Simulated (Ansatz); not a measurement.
The input, for Ansatz 0.2.0:

```yaml
crystal:
  periodic: [false, false, false]
  atoms:
    - {symbol: Ge, position_ang: [0.000000, 0.000000, 0.000000]}
    - {symbol: H, position_ang: [0.000000, 0.000000, 1.588631]}
basis:
  gaussian: {orbitals: cc-pVQZ}
total_charge: 1
correlation: {method: sc_nevpt2, electrons: outside_noble_gas, active_space: {window: {electrons: 4, orbitals: 5}, shells: [{species: Ge, l: s, shell: 4}, {species: Ge, l: p, shell: 4}, {species: H, l: s, shell: 1}]}}
```

```sh
$ ansatz run in.yaml --threads 1 --pin off --events-out ev --progress --plain --max-ram 2393MiB
```

The program prints:

```
1082 factors; integrals over basis functions are off by at most 1.8e-7 eV
mean field evaluation 1: about -56481.4649 eV, gradient 9.7e0 eV
mean field evaluation 2: about -56481.4649 eV, gradient 9.7e0 eV
mean field evaluation 4: about -56481.8286 eV, gradient 1.1e0 eV
mean field evaluation 8: about -56481.8325 eV, gradient 3.7e-4 eV
mean field -56481.83251206 eV, -2075.6690600570 hartree, gradient 7.5e-7 eV, S^2 0.000000; 0 other end points of the search recorded, 0 dependent functions left out
reference -56481.83251206 eV, -2075.6690600570 hartree; 16, 16 occupied and 82, 82 virtual orbitals, 1082 factors
state -56483.13396395 eV, -2075.7168875319 hartree
state -56483.13396395 eV, -2075.7168875319 hartree; corrected -56483.94279218 eV, -2075.7466114211 hartree
Total energy: -56483.94279218 eV, -2075.7466114211 hartree
Checks for a lower state left out: starts, orbital_swaps
```

Natural occupations: 1.9773 1.9024 0.0464 0.0464 0.0276.

For the same geometry and basis full CI lies 324.7 meV lower.

Ran on 1 thread of Arm Neoverse V1, shared host: 5.5 s wall, 0.18 GiB peak host memory.
